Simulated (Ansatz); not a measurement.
One stationary structure of Ag. Computed with r2SCAN (plane waves to 500 eV, PAW, scalar-relativistic; Ansatz, a first-principles code).

```xyz
1
Lattice="0.0000 2.0527 2.0527 2.0527 0.0000 2.0527 2.0527 2.0527 0.0000" Properties=species:S:1:pos:R:3 pbc="T T T"
Ag     2.0527     2.0527     2.0527
```

Task: Find the space group and the Wyckoff positions (tolerance 0.01 Å).

Result: Space group Fm-3m (No. 225); a = b = c = 4.105 Å, α = β = γ = 90.00°

```tsv
atom	site	symmetry	x	y	z
Ag	4b	m-3m	0.5000	0.5000	0.5000
```

This is the fcc (Cu type).

Task: Give the shortest distances between elements (the closest pairs, up to four, under 3.6 Å).

Result: Ag–Ag 2.90 Å.

```yaml
volume_per_atom: 17.30 Å³
band_gap: zero (metallic)
```

No spin polarisation in the result.

Measured for Ag: a 4.062 Å (static lattice; corrected from measurement; as listed in Daniel Mejia-Rodriguez, S. B. Trickey, Phys. Rev. B (2018)). Computed minus measured — a: r2SCAN +1.1 %. The computed values are for a static lattice.

The run could not lose the symmetry of its start.
